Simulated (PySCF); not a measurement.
A search over the determinants of CS

Unrestricted PBE0; C def2-SVPD, S def2-SVPD; no relativity (PySCF 2.14). Outer shells of the fragments: C 2s2 2p2; S 3s2 3p4.

Followed along the bond (rough minima from three points):

| 2Ms+1 | unpaired | ⟨S²⟩ at the start | R at minimum (Å) | Te (eV) |
| --- | --- | --- | --- | --- |
| 1 | none | 0.00 | 1.54 | 0.00 |
| 3 | σ ↑, π ↑ | 2.08 | 1.58 | 3.12 |
| 5 | σ ↑, π ↑↑↑ | 6.01 | none in the scan | ≤ 5.68 |

Solutions found at the starting distance of 1.695 Å, counted from the lowest of them; the search is not exhaustive and high or unbound solutions are not listed, so other states can lie among these:

```json
{"2Ms+1": "1", "unpaired": "none", "term": "¹Σ⁺", "E (eV)": "0.00", "⟨S²⟩": "0.00", "⟨Lz²⟩": "0.00", "μ (D)": "1.26"}
{"2Ms+1": "3", "unpaired": "σ ↑, π ↑", "term": "³Π", "E (eV)": "2.84", "⟨S²⟩": "2.08", "⟨Lz²⟩": "1.00", "μ (D)": "-0.30"}
{"2Ms+1": "3", "unpaired": "π ↑↑", "term": "mixed", "E (eV)": "3.26", "⟨S²⟩": "2.01", "⟨Lz²⟩": "2.01", "μ (D)": "2.06"}
{"2Ms+1": "1", "unpaired": "σ ↓, π ↑", "term": "mixed", "E (eV)": "3.49", "⟨S²⟩": "1.01", "⟨Lz²⟩": "1.02", "μ (D)": "0.06"}
{"2Ms+1": "3", "unpaired": "π ↑↑", "term": "mixed", "E (eV)": "3.83", "⟨S²⟩": "2.01", "⟨Lz²⟩": "2.01", "μ (D)": "1.78"}
{"2Ms+1": "5", "unpaired": "σ ↑, π ↑↑↑", "term": "⁵Π", "E (eV)": "5.21", "⟨S²⟩": "6.01", "⟨Lz²⟩": "1.01", "μ (D)": "0.26"}
{"2Ms+1": "3", "unpaired": "σ ↑, π ↑↑↓", "term": "mixed", "E (eV)": "6.42", "⟨S²⟩": "3.01", "⟨Lz²⟩": "3.02", "μ (D)": "0.72"}
{"2Ms+1": "5", "unpaired": "π ↑↑↑↑", "term": "⁵Σ⁺", "E (eV)": "7.15", "⟨S²⟩": "6.02", "⟨Lz²⟩": "0.00", "μ (D)": "3.98"}
{"2Ms+1": "3", "unpaired": "σ ↑↑", "term": "³Σ⁺", "E (eV)": "7.86", "⟨S²⟩": "2.10", "⟨Lz²⟩": "0.00", "μ (D)": "-2.75"}
{"2Ms+1": "3", "unpaired": "σ ↑, π ↑", "term": "³Π", "E (eV)": "8.19", "⟨S²⟩": "2.00", "⟨Lz²⟩": "1.03", "μ (D)": "-0.78"}
{"2Ms+1": "5", "unpaired": "σ ↑↑, π ↑↑", "term": "⁵Σ⁻", "E (eV)": "9.50", "⟨S²⟩": "6.03", "⟨Lz²⟩": "0.00", "μ (D)": "0.31"}
{"2Ms+1": "5", "unpaired": "σ ↑↑, π ↑↑", "term": "mixed", "E (eV)": "9.97", "⟨S²⟩": "6.03", "⟨Lz²⟩": "2.02", "μ (D)": "-2.26"}
```

A term symbol is given only where ⟨S²⟩ and ⟨Lz²⟩ are close to those of a pure state; real π, δ and φ orbitals otherwise mix terms. A positive dipole means C(−)S(+).

Task: Compare the gap between the two lowest followed solutions at the starting distance with the gap between their minima.

Result: At PBE0 the second solution (triplet, unpaired electrons σ ↑, π ↑) lies +2.84 eV from the first (singlet, closed shell) at 1.695 Å and +3.12 eV at the minima; the two curves relax by different amounts, since their minima lie near 1.58 and 1.54 Å.

The measured ground state is X ¹Σ+ (Huber and Herzberg, Constants of Diatomic Molecules (1979)).

Counting both spins, an empty level lies below a filled one in some of these solutions, because spin and occupation are held.
